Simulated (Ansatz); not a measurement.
## Abstraction of Cl: C2H3ClO + CCl2F → C2H3O + CCl3F

Species: C2H3ClO `CC(=O)Cl`, singlet; CCl2F (dichlorofluoromethyl radical) `F[C](Cl)Cl`, doublet; C2H3O (acetyl radical) `C[C]=O`, doublet; CCl3F (trichlorofluoromethane) `FC(Cl)(Cl)Cl`, singlet. A radical takes Cl: the energy is the difference in strength between two C–Cl bonds in different surroundings.

Shapes, held fixed at every level: PBE0-D4/def2-TZVP. Programs: Ansatz 0.2.0. The zero-point and thermal change to 298 K, harmonic and unscaled (PBE0-D4/def2-TZVP), is -3.2 kJ/mol.

```tsv
level	kind	ΔH(298 K) (kJ/mol)	less CCSD(T)/CBS estimate	CPU time (sum over the molecules)
r2SCAN-D4/def2-TZVPP	meta-GGA	+58.1	+23.4	39 s
B3LYP-D4/def2-TZVPP	global hybrid	+48.9	+14.2	31 s
BHLYP-D4/def2-TZVPP	global hybrid	+46.9	+12.2	24 s
r2SCAN0-D4/def2-TZVPP	global hybrid	+56.1	+21.4	40 s
CCSD(T)/def2-SVP	coupled cluster or CI	+38.1	+3.4	22 s
CCSD/def2-SVP	coupled cluster or CI	+39.1	+4.4	–
CCSD(T)/CBS estimate	coupled cluster or CI	+34.7	0.0	6.3 min
```

The highest level, CCSD(T)/CBS estimate, gives ΔH(298 K) = +34.7 kJ/mol; the levels span +34.7 to +58.1. The column of differences is taken from that level and isn't an error. No measured value is set beside it here. Open shells run unrestricted. The CBS estimate extrapolates MP2 from def2-TZVPP and def2-QZVPP and adds CCSD(T) − MP2 in the triple-zeta set, cores frozen. CCSD(T)/CBS estimate lies outside the range of all other levels here, so it shouldn't be taken on trust. Times are processor times on shared x86 and Arm servers, and rough.
